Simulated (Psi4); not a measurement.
# BNH4 (SMILES BN): SVWN5/def2-TZVPP

What is the energy change on altering one bond length of BNH4 at SVWN5/def2-TZVPP? 

The results are computed with Psi4 1.11.

## 1. The molecule

BNH4: 6 atoms, total charge 0, spin state singlet. As SMILES, `BN`. Geometry: relaxed at PBE0-D4/def2-TZVP.

Bond lengths: B1–N2 1.385 Å, B1–H3 1.197 Å, B1–H4 1.197 Å, N2–H5 1.006 Å, N2–H6 1.006 Å. Angles: B1–N2–H5 123.2°, B1–N2–H6 123.2°, N2–B1–H3 119.0°, N2–B1–H4 119.0°, H5–N2–H6 113.5°, H3–B1–H4 122.0°.

## 2. The energy at SVWN5/def2-TZVPP

Contents of input.in:

```
memory 1600 mb

molecule mol {
  0 1
  B     -0.24226289    -1.28425787    -0.04837699
  N      0.27608899     1.28010048     0.02040904
  H      0.42670016    -2.58514534     1.67713194
  H     -1.34548500    -2.13293388    -1.83152256
  H     -0.22979070     2.48253321    -1.36211459
  H      1.19430691     2.11913888     1.45754576
  units au
  symmetry c1
}

set basis def2-TZVPP
set puream true
set e_convergence 1e-09
set d_convergence 1e-08
set scf_type pk
set dft_radial_points 99
set dft_spherical_points 590

result = energy('scf', dft_functional={"name": "SVWN5", "x_functionals": {"LDA_X": {}}, "c_functionals": {"LDA_C_VWN": {}}})
```

Run with:

```console
$ psi4 -n 1 input.in input.out
```

input.out:

```text
[...]
  Running in c1 symmetry.
[...]
  Nuclear repulsion =   32.316093054913715
[...]
  Multiplicity = 1
[...]
  Nalpha       = 8
  Nbeta        = 8
[...]
    Number of basis functions: 118
[...]
   @RKS iter   1:   -80.88530177594116   -1.31442e-01   8.16581e-03 DIIS/ADIIS
[...]
   @RKS iter  10:   -81.30118577775777   -8.24230e-13   1.76439e-09 DIIS
[...]
    Orbital Energies [Eh]
    ---------------------
    Doubly Occupied:
       1A    -13.867298     2A     -6.405536     3A     -0.793713
       4A     -0.475282     5A     -0.470561     6A     -0.346531
       7A     -0.277175     8A     -0.275017
[...]
  @RKS Final Energy:   -81.30118577775777
   => Energetics <=
    Nuclear Repulsion Energy =             32.3160930549137149
    One-Electron Energy =                -173.4419337283121081
    Two-Electron Energy =                  71.4702292542403796
    DFT Exchange-Correlation Energy =     -11.6455743585997595
    Empirical Dispersion Energy =           0.0000000000000000
    VV10 Nonlocal Energy =                  0.0000000000000000
    Total Energy =                        -81.3011857777577660
[...]
 Multipole Moments:
 ------------------------------------------------------------------------------------
     Multipole            Electronic (a.u.)      Nuclear  (a.u.)        Total (a.u.)
 ------------------------------------------------------------------------------------
 L = 1.  Multiply by 2.5417464519 to convert [e a0] to [Debye]
 Dipole X            :          0.0826119            0.0811556            0.1637675
 Dipole Y            :          0.4090631            0.4016450            0.8107081
 Dipole Z            :          0.0109972            0.0107185            0.0217157
 Magnitude           :                                                    0.8273687
[...]
```

It took 21 s on 1 thread of Intel Xeon Platinum 8259CL at 2.50GHz (Skylake/Cascade Lake), shared host; peak memory 0.69 GiB.

## 3. The distorted shape at the same level

Contents of run.py:

```python
import psi4

psi4.set_memory('1600 MB')
psi4.set_num_threads(1)
psi4.core.set_output_file('run.log', False)

m = psi4.geometry("""
0 1
B     -0.32002890    -1.66898155    -0.05869678
N      0.27608899     1.28010048     0.02040904
H      0.34893415    -2.96986901     1.66681214
H     -1.42325101    -2.51765755    -1.84184235
H     -0.22979070     2.48253321    -1.36211459
H      1.19430691     2.11913888     1.45754576
units bohr
symmetry c1
no_reorient
no_com
""")

options = {'basis': 'def2-TZVPP', 'puream': True, 'e_convergence': 1e-09, 'd_convergence': 1e-08, 'scf_type': 'pk', 'dft_radial_points': 99, 'dft_spherical_points': 590}
psi4.set_options(options)

E, wfn = psi4.energy('scf', dft_functional={"name": "SVWN5", "x_functionals": {"LDA_X": {}}, "c_functionals": {"LDA_C_VWN": {}}}, molecule=m, return_wfn=True)
psi4.oeprop(wfn, 'MULLIKEN_CHARGES', 'QUADRUPOLE', 'MAYER_INDICES', title='SCF')
print(f'total energy {E:.8f} hartree = {E * 27.211386:.5f} eV')
```

Run with:

```console
$ python run.py
```

run.log:

```text
[...]
  Running in c1 symmetry.
[...]
  Nuclear repulsion =   30.057889288137599
[...]
  Multiplicity = 1
[...]
  Nalpha       = 8
  Nbeta        = 8
[...]
    Number of basis functions: 118
[...]
   @RKS iter   1:   -80.90826664409815   -2.90604e-01   7.70559e-03 DIIS/ADIIS
[...]
   @RKS iter  11:   -81.27576214840145   -5.96856e-13   2.00894e-09 DIIS
[...]
    Orbital Energies [Eh]
    ---------------------
    Doubly Occupied:
       1A    -13.867753     2A     -6.444126     3A     -0.766220
       4A     -0.457373     5A     -0.451014     6A     -0.346432
       7A     -0.292727     8A     -0.249443
[...]
  @RKS Final Energy:   -81.27576214840145
   => Energetics <=
    Nuclear Repulsion Energy =             30.0578892881375985
    One-Electron Energy =                -169.0081098149192655
    Two-Electron Energy =                  69.2300530997836461
    DFT Exchange-Correlation Energy =     -11.5555947214034340
    Empirical Dispersion Energy =           0.0000000000000000
    VV10 Nonlocal Energy =                  0.0000000000000000
    Total Energy =                        -81.2757621484014550
[...]
 Multipole Moments:
 ------------------------------------------------------------------------------------
     Multipole            Electronic (a.u.)      Nuclear  (a.u.)        Total (a.u.)
 ------------------------------------------------------------------------------------
 L = 1.  Multiply by 2.5417464519 to convert [e a0] to [Debye]
 Dipole X            :         -0.1051505            0.2226778            0.1175272
 Dipole Y            :          0.8519939           -0.2700589            0.5819350
 Dipole Z            :          0.2458000           -0.2302197            0.0155804
 Magnitude           :                                                    0.5938887
 L = 2.  Multiply by 1.3450342976 to convert [e a0^2] to [Debye ang]
 Quadrupole XX       :        -15.8780961            4.6722396          -11.2058565
 Quadrupole XY       :         -9.3376685            9.6519723            0.3143038
[...]
  Mulliken Charges: (a.u.)
   Center  Symbol    Alpha    Beta     Spin     Total
       1     B     2.57083  2.57083  0.00000 -0.14166
       2     N     3.67654  3.67654  0.00000 -0.35308
       3     H     0.45845  0.45845  0.00000  0.08311
       4     H     0.45843  0.45843  0.00000  0.08313
       5     H     0.41787  0.41787  0.00000  0.16426
       6     H     0.41788  0.41788  0.00000  0.16424
   Total alpha =  8.00000, Total beta =  8.00000, Total charge =  0.00000
  Mayer Bond Indices:
[...]
```

Standard output:

```text
total energy -81.27576215 hartree = -2211.62614 eV
```

Run time: 21 s. Hardware: 1 thread of Intel Xeon Platinum 8259CL at 2.50GHz (Skylake/Cascade Lake), shared host; peak memory 0.69 GiB.

## 4. Summary of results

At SVWN5/def2-TZVPP:

```
                                                         quantity         value
                                        first shape: total energy  -81.30119 Eh
                                       first shape: dipole moment        2.10 D
                                         first shape: HOMO energy      -7.48 eV
                                         first shape: LUMO energy      -0.99 eV
                                       first shape: HOMO–LUMO gap       6.49 eV
                                    distorted shape: total energy  -81.27576 Eh
                                   distorted shape: dipole moment        1.51 D
                                     distorted shape: HOMO energy      -6.79 eV
                                     distorted shape: LUMO energy      -1.79 eV
                                   distorted shape: HOMO–LUMO gap       5.00 eV
energy change with the B1–N2 bond stretched from 1.385 to 1.593 Å      0.692 eV
```

With the B1–N2 bond stretched from 1.385 to 1.593 Å the energy rises by 0.69 eV (66.7 kJ/mol). The first shape isn't relaxed at this level, so the change isn't measured from a minimum.
